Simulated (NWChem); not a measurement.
# One shape, several levels: HNO3 (peroxynitrous acid)

We compute a comparison of 6 runs (HF/STO-3G, HF/def2-SVP, PBE0/6-311+G**, SVWN5/6-311+G**, M06-2X/6-311+G**, r2SCAN/def2-TZVP) of HNO3 (peroxynitrous acid). 

The calculation is run with NWChem 7.3.0.

2 further runs of the same task are left out: 2 set aside as unsound or not needed. Runs told in other sessions of the task aren't counted.

## (1) Starting point

HNO3 has 5 atoms, charge 0, and is taken as a singlet. As SMILES, `O=NOO`. The shape is that of a PBE0-D4/def2-TZVP optimisation. This is one conformer, not always the lowest.

Bond lengths: O1–N2 1.180 Å, N2–O3 1.353 Å, O3–O4 1.401 Å, O4–H5 0.984 Å. Angles: O1–N2–O3 114.6°, N2–O3–O4 114.1°, O3–O4–H5 101.0°.

## (2) Energy and forces at HF/STO-3G (run 1)

Input file hno3.nw:

```
START hno3
TITLE "HNO3"
memory 2200 mb
GEOMETRY units angstrom noautosym nocenter noautoz
O      0.136350    -0.835310     0.979060
N     -0.871770    -0.628300     0.400790
O     -0.775090     0.288530    -0.589000
O      0.508600     0.826880    -0.747550
H      1.001920     0.348200    -0.043280
END
BASIS "ao basis" spherical bse
O library STO-3G
N library STO-3G
H library STO-3G
END
SCF
thresh 1e-08
maxiter 80
END
TASK scf gradient
```

On the command line:

```bash
$ nwchem hno3.nw > hno3.out
```

What it wrote:

```text
[...]
  functions       =    21
[...]
  wavefunction    = RHF
[...]
         Total SCF energy =   -275.701142035185
      One-electron energy =   -627.928535535412
      Two-electron energy =    227.722178123689
 Nuclear repulsion energy =    124.505215376539
        Time for solution =      0.3s
[...]
                         RHF ENERGY GRADIENTS
    atom               coordinates                        gradient
                 x          y          z           x          y          z
   1 O       0.257664  -1.578507   1.850155   -0.105970   0.017971  -0.056559
   2 N      -1.647406  -1.187315   0.757383    0.111604   0.028140   0.007045
   3 O      -1.464708   0.545243  -1.113049   -0.005040  -0.049345   0.053327
   4 O       0.961115   1.562577  -1.412665    0.015104  -0.009243   0.015523
   5 H       1.893354   0.658003  -0.081787   -0.015698   0.012477  -0.019335
[...]
```

Run time: 0.9 s. Hardware: 1 thread of AMD EPYC 9R45 (Zen 5), shared host; peak memory 0.1 GiB.

## (3) Energy and gradient at HF/def2-SVP (run 2)

Input file hno3.nw:

```
start hno3
memory 2200 mb

geometry noautosym nocenter noautoz
  O      0.136350    -0.835310     0.979060
  N     -0.871770    -0.628300     0.400790
  O     -0.775090     0.288530    -0.589000
  O      0.508600     0.826880    -0.747550
  H      1.001920     0.348200    -0.043280
end

basis spherical bse
  * library def2-SVP
end

scf
  thresh 1e-08
  maxiter 80
  print medium
end

task scf gradient
```

On the command line:

```bash
$ nwchem hno3.nw > hno3.out
```

What it wrote:

```text
[...]
  functions       =    61
[...]
  wavefunction    = RHF
[...]
         Total SCF energy =   -279.163064886624
      One-electron energy =   -630.248485825708
      Two-electron energy =    226.580205562546
 Nuclear repulsion energy =    124.505215376539
        Time for solution =      1.8s
[...]
                         RHF ENERGY GRADIENTS
    atom               coordinates                        gradient
                 x          y          z           x          y          z
   1 O       0.257664  -1.578507   1.850155    0.056417  -0.010649   0.031314
   2 N      -1.647406  -1.187315   0.757383   -0.054821  -0.011304  -0.006267
   3 O      -1.464708   0.545243  -1.113049   -0.015024   0.015488  -0.022460
   4 O       0.961115   1.562577  -1.412665    0.007197   0.023862  -0.024154
   5 H       1.893354   0.658003  -0.081787    0.006231  -0.017397   0.021566
[...]
```

It took 2.7 s on 1 thread of AMD EPYC 9R45 (Zen 5), shared host; peak memory 0.1 GiB.

## (4) Energy and gradient at PBE0/6-311+G(d,p) (run 3)

Input file run.py:

```python
from ase import Atoms
from ase.calculators.nwchem import NWChem

system = Atoms(['O', 'N', 'O', 'O', 'H'], positions=[
    [0.136350, -0.835310, 0.979060],
    [-0.871770, -0.628300, 0.400790],
    [-0.775090, 0.288530, -0.589000],
    [0.508600, 0.826880, -0.747550],
    [1.001920, 0.348200, -0.043280],
])

calc = NWChem(
    label='m1',
    theory='dft',
    memory='2200 mb',
    basis='6-311+G**',
    basispar='spherical bse',
    dft={'xc': 'pbe0', 'mult': '1', 'grid': 'fine', 'convergence': 'energy 1e-08', 'iterations': '100', 'mulliken': None, 'print': 'low'},
)
system.calc = calc

forces = system.get_forces()
print("Total energy (eV):", round(system.get_potential_energy(), 6))
print("forces (eV/A):")
for s, f in zip(system.symbols, forces):
    print(f"{s:2s} {f[0]:10.5f} {f[1]:10.5f} {f[2]:10.5f}")
```

On the command line:

```bash
$ export ASE_NWCHEM_COMMAND="nwchem PREFIX.nwi > PREFIX.nwo"
$ python run.py
```

What it wrote:

```text
Total energy (eV): -7636.299498
forces (eV/A):
O     0.13205   -0.02972    0.07878
N    -0.28097   -0.11812    0.03486
O    -0.05466    0.02880   -0.05091
O     0.12310    0.03142    0.00740
H     0.08042    0.08757   -0.07019
```

The calculator wrote m1.nwi:

```
title "m1"

permanent_dir m1

scratch_dir m1

start m1

geometry units angstrom nocenter noautosym noautoz
  O  1.3635000000000000e-01 -8.3531000000000000e-01 9.7906000000000004e-01
  N  -8.7177000000000004e-01 -6.2829999999999997e-01 4.0078999999999998e-01
  O  -7.7508999999999995e-01 2.8853000000000001e-01 -5.8899999999999997e-01
  O  5.0860000000000005e-01 8.2687999999999995e-01 -7.4755000000000005e-01
  H  1.0019199999999999e+00 3.4820000000000001e-01 -4.3279999999999999e-02
end

memory 2200 mb

basis spherical bse noprint
   * library 6-311+G**
end

dft
  xc pbe0
  mult 1
  grid fine
  convergence energy 1e-08
  iterations 100
  mulliken
  print low
end

task dft gradient
```

m1.nwo:

```text
Northwest Computational Chemistry Package (NWChem) 7.3.0
             --------------------------------------------------------

           Job information
           ---------------

    nwchem branch   = 7.3.0
    use scalapack   = T
    input           = m1.nwi
    prefix          = m1.
    data base       = m1/m1.db
    status          = startup
    nproc           =        1

           Memory information
           ------------------

    heap     =     72089600 doubles =      550.0 Mbytes
    stack    =     72089597 doubles =      550.0 Mbytes
    global   =    144179200 doubles =     1100.0 Mbytes (distinct from heap & stack)
    total    =    288358397 doubles =     2200.0 Mbytes
    verify   = yes
    hardfail = no

[... 37 lines left out ...]
            Nuclear Dipole moment (a.u.)
[... 65 lines left out ...]
   convergence    iter        energy       DeltaE   RMS-Dens  Diis-err    time
[... 15 lines left out ...]
         Total DFT energy =     -280.628832778035
      One electron energy =     -631.006943651561
           Coulomb energy =      258.458779453867
    Exchange-Corr. energy =      -32.585883956880
 Nuclear repulsion energy =      124.505215376538
[... 29 lines left out ...]
                         DFT ENERGY GRADIENTS

    atom               coordinates                        gradient
                 x          y          z           x          y          z
   1 O       0.257664  -1.578507   1.850155   -0.002568   0.000578  -0.001532
   2 N      -1.647406  -1.187315   0.757383    0.005464   0.002297  -0.000678
   3 O      -1.464708   0.545243  -1.113049    0.001063  -0.000560   0.000990
   4 O       0.961115   1.562577  -1.412665   -0.002394  -0.000611  -0.000144
   5 H       1.893354   0.658003  -0.081787   -0.001564  -0.001703   0.001365

 Task  times  cpu:        9.0s     wall:        9.0s
 Total times  cpu:        9.0s     wall:        9.0s
```

It took 9.9 s on 1 thread of AMD EPYC 9R45 (Zen 5), shared host; peak memory 0.12 GiB.

Runs 4 to 5 aren't shown in full; the table further down has their settings and results.

## (5) Energy and gradient at r2SCAN/def2-TZVP (run 6)

Input file hno3.xyz:

```xyz
5
peroxynitrous acid
O      0.136350    -0.835310     0.979060
N     -0.871770    -0.628300     0.400790
O     -0.775090     0.288530    -0.589000
O      0.508600     0.826880    -0.747550
H      1.001920     0.348200    -0.043280
```

Input file run.py:

```python
from ase.io import read
from ase.calculators.nwchem import NWChem

system = read('hno3.xyz')

calc = NWChem(
    label='hno3',
    theory='dft',
    memory='2200 mb',
    basis='def2-TZVP',
    basispar='spherical bse',
    dft={'xc': 'r2scan', 'mult': '1', 'grid': 'fine', 'convergence': 'energy 1e-08', 'iterations': '100', 'mulliken': None},
)
system.calc = calc

forces = system.get_forces()
print(f"energy = {system.get_potential_energy():.6f} eV")
print("forces (eV/A):")
for s, f in zip(system.symbols, forces):
    print(f"{s:2s} {f[0]:10.5f} {f[1]:10.5f} {f[2]:10.5f}")
print("dipole (e A):", system.get_dipole_moment().round(4))
```

On the command line:

```bash
$ export ASE_NWCHEM_COMMAND="nwchem PREFIX.nwi > PREFIX.nwo"
$ python run.py
```

What it wrote:

```text
energy = -7641.975483 eV
forces (eV/A):
O     0.77380   -0.19222    0.48116
N    -0.87227   -0.39569    0.14095
O    -0.55299    0.23176   -0.44907
O     0.58961    0.49555   -0.34988
H     0.06181   -0.13946    0.17684
dipole (e A): [ 0.1606 -0.0182  0.0757]
```

The calculator wrote hno3.nwi:

```
title "hno3"

permanent_dir hno3

scratch_dir hno3

start hno3

geometry units angstrom nocenter noautosym noautoz
  O  1.3635000000000000e-01 -8.3531000000000000e-01 9.7906000000000004e-01
  N  -8.7177000000000004e-01 -6.2829999999999997e-01 4.0078999999999998e-01
  O  -7.7508999999999995e-01 2.8853000000000001e-01 -5.8899999999999997e-01
  O  5.0860000000000005e-01 8.2687999999999995e-01 -7.4755000000000005e-01
  H  1.0019199999999999e+00 3.4820000000000001e-01 -4.3279999999999999e-02
end

memory 2200 mb

basis spherical bse noprint
   * library def2-TZVP
end

dft
  xc r2scan
  mult 1
  grid fine
  convergence energy 1e-08
  iterations 100
  mulliken
end

task dft gradient
```

hno3.nwo:

```text
Northwest Computational Chemistry Package (NWChem) 7.3.0
             --------------------------------------------------------

           Job information
           ---------------

    nwchem branch   = 7.3.0
    use scalapack   = T
    input           = hno3.nwi
    prefix          = hno3.
    data base       = hno3/hno3.db
    status          = startup
    nproc           =        1

           Memory information
           ------------------

    heap     =     72089600 doubles =      550.0 Mbytes
    stack    =     72089597 doubles =      550.0 Mbytes
    global   =    144179200 doubles =     1100.0 Mbytes (distinct from heap & stack)
    total    =    288358397 doubles =     2200.0 Mbytes
    verify   = yes
    hardfail = no

[... 95 lines left out ...]
  convergence criterion.
[... 37 lines left out ...]
          Spatial weights used:  Erf1
[... 74 lines left out ...]
         Total DFT energy =     -280.837421385762
[... 3 lines left out ...]
 Nuclear repulsion energy =      124.505215376538
[... 982 lines left out ...]
          Convergence on gradient requested:  5.00D-04
[... 24 lines left out ...]
          total energy or number of iterations.
[... 28 lines left out ...]
    atom               coordinates                        gradient
                 x          y          z           x          y          z
   1 O       0.257664  -1.578507   1.850155   -0.015048   0.003738  -0.009357
   2 N      -1.647406  -1.187315   0.757383    0.016963   0.007695  -0.002741
   3 O      -1.464708   0.545243  -1.113049    0.010754  -0.004507   0.008733
   4 O       0.961115   1.562577  -1.412665   -0.011466  -0.009637   0.006804
   5 H       1.893354   0.658003  -0.081787   -0.001202   0.002712  -0.003439

                 ----------------------------------------
                 |  Time  |  1-e(secs)   |  2-e(secs)   |
                 ----------------------------------------
                 |  CPU   |       0.01   |       4.35   |
                 ----------------------------------------
                 |  WALL  |       0.01   |       4.35   |
                 ----------------------------------------

 Task  times  cpu:       26.1s     wall:       26.1s
 Total times  cpu:       26.1s     wall:       26.1s
```

It took 27 s on 1 thread of AMD EPYC 9R45 (Zen 5), shared host; peak memory 0.13 GiB.

## (6) The series

```csv
run,level,iteration cap,module,energy (Eh),dipole moment (D),HOMO energy (eV),LUMO energy (eV),wall time
1,HF/STO-3G,80,scf,-275.701142,1.34,-10.19,5.42,0.9 s
2,HF/def2-SVP,80,scf,-279.163065,1.16,-13.59,1.97,2.7 s
3,PBE0/6-311+G**,100,dft,-280.628833,–,–,–,9.9 s
4,SVWN5/6-311+G**,100,dft,-278.931446,–,–,–,8.4 s
5,M06-2X/6-311+G**,100,dft,-280.807935,1.06,-10.91,-1.63,12 s
6,r2SCAN/def2-TZVP,100,dft,-280.837421,0.86,-7.76,-3.54,27 s
```

## (7) Summary of results

| quantity | value |
| --- | --- |
| run 6: total energy | -280.83742 Eh |
| run 6: dipole moment | 0.86 D |
| run 6: HOMO energy | -7.76 eV |
| run 6: LUMO energy | -3.54 eV |
| run 6: HOMO–LUMO gap | 4.22 eV |
| run 6: largest force on an atom | 0.968 eV/Å |

Over runs 1, 2, 5, 6 the dipole moment (its size) runs from 0.86 D (r2SCAN/def2-TZVP) to 1.34 D (HF/STO-3G). The two ends differ in method and basis. Over runs 1, 2, 5, 6 the HOMO–LUMO gap runs from 4.22 eV (r2SCAN/def2-TZVP) to 15.61 eV (HF/STO-3G). Totals of different functionals can't be ranked against each other. In run 1 the basis is minimal, so the values are rough. All runs together took 61 s, the longest 27 s.
